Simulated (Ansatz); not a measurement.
# Which method gave which barrier?

Saddle point of Si2H6O, closed shell (Si₂H₆O ([OH][SiH2][SiH3]) → Si₂H₄ ([SiH][SiH3]) + H₂O (still joined by a long Si–O bond); bonds formed: O2–H3; bonds broken: Si1–H3; bonds weakened to dative contacts: Si1–O2), PBE0-D4/def2-TZVP structure:

Si1  (-0.756, -0.689, -0.135)
O2  (0.759, -1.731, 0.383)
H3  (-0.090, -2.141, -0.458)
H4  (-1.500, -0.565, 1.164)
Si5  (0.108, 1.466, -0.484)
H6  (0.624, -2.179, 1.229)
H7  (-1.025, 2.401, -0.730)
H8  (0.875, 1.944, 0.701)
H9  (1.005, 1.496, -1.670)
(Å)

Computed with Ansatz 0.2.0 (basis: def2-TZVPP, with def2-QZVPP for the basis limit); correlated methods freeze the cores. B3LYP uses VWN-RPA correlation. Extrapolation: Hartree–Fock as exp(−7.88 √X), correlation as X^−2.97. Four methods, as single points on the PBE0-D4 structures, gave these electronic barriers from the start structure: 65.02, 77.04, 79.56, 98.66 kcal/mol.

(1) The methods were, in alphabetical order, B3LYP-D4, CCSD(T), HF, SPW92. Which gave which? (Judge from chemistry; the calculation decides.)

T1 diagnostic: at most 0.016. The restricted Hartree–Fock reference is unstable towards an unrestricted one at one or more of these structures.

## Answers

(1) The calculation gives: SPW92 65.02; B3LYP-D4 77.04; CCSD(T) 79.56; HF 98.66 kcal/mol. For comparison, CCSD(T) at an estimated basis limit (MP2 extrapolated from triple and quadruple zeta, plus CCSD(T) − MP2 in triple zeta) gives 79.68 kcal/mol.

Losses and insertions of silylenes and their heavier kin drive the gas-phase chemistry of silicon and germanium vapour deposition.

Labels in which every atom is bracketed show which atoms are joined, not bond orders.

For scale, one of the runs: CCSD(T)/def2-TZVPP, 199 basis functions, launched by `ansatz run in.yaml --threads 2 --pin off --events-out ev --progress --plain --max-ram 4352MiB`. Time: 25 s of wall clock on 2 CPU threads of an Intel Xeon 6975P-C; the host was shared. Peak host memory: 2.4 GiB.
